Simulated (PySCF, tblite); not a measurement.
**CH₅NO, a complex of two parts: NMR shifts, interaction energy, infrared bands, spin-spin couplings and core binding energies**

One table from this session's results is given with a row withheld; the runs are named, their logs left out.

Programs: tblite 0.8.0 and PySCF 2.14.0. All values are calculated, for the isolated system unless a continuum is named. Atoms count from 0, parts from 1.

## Starting point

8 atoms, charge 0, multiplicity 1; geometry: rigid parts in contact. Parts: 1 = atoms 0–3, `C=O`, charge 0; 2 = atoms 4–7, `N`, charge 0.

Set-up of the first run:

The job: settings as JSON, then the geometry in Å.

```
{"job": {"kind": "dock", "xc": "GFN2-xTB", "basis": "xTB"}, "charge": 0, "multiplicity": 1, "parts": [{"atoms": "0-3", "charge": 0, "multiplicity": 1}, {"atoms": "4-7", "charge": 0, "multiplicity": 1}]}
C      0.000600    -0.000046    -0.000282
O      1.179751    -0.172603     0.030326
H     -0.724215    -0.831354    -0.022413
H     -0.456136     1.004003    -0.007631
N     -0.899763     3.386445     0.449162
H     -0.209696     3.192747     1.164504
H     -0.712124     2.771415    -0.333169
H     -0.755702     4.337701     0.133110
```

With the program's defaults for keys left out, this is: GFN2-xTB search for minima from random contacts, gas phase.

Command:

```sh
OMP_NUM_THREADS=1 python cluster_run.py task.json out
```

The driver reads the jobs from task.json and runs them one after another.

Steps of the session up to this table: Docking the parts with GFN2-xTB; Optimising the geometry at PBE0-D3(BJ)/def2-TZVPD; Shielding tensors: PBE0/pcSseg-2; Coupled-cluster interaction energy: CCSD(T) and MP2.

One table of the session follows, with a row left open; its other results are not shown here.

It belongs to the step «Coupled-cluster interaction energy: CCSD(T) and MP2». 

```
                 method  interaction energy (kcal/mol)
         HF/aug-cc-pVDZ                          -2.04
        MP2/aug-cc-pVDZ                          -3.13
       CCSD/aug-cc-pVDZ                          -2.91
    CCSD(T)/aug-cc-pVDZ                          -3.13
         HF/aug-cc-pVQZ                          -2.02
        MP2/aug-cc-pVQZ                              ?
    SCS-MP2/aug-cc-pVQZ                          -3.12
      MP2, extrapolated                          -3.77
CCSD(T), limit estimate                          -3.76
```

Q: Estimate the row for MP2/aug-cc-pVQZ from the others.

The run gave: interaction energy (kcal/mol): -3.67. In the column «interaction energy (kcal/mol)» it lies between CCSD(T), limit estimate (-3.76) and MP2/aug-cc-pVDZ (-3.13).
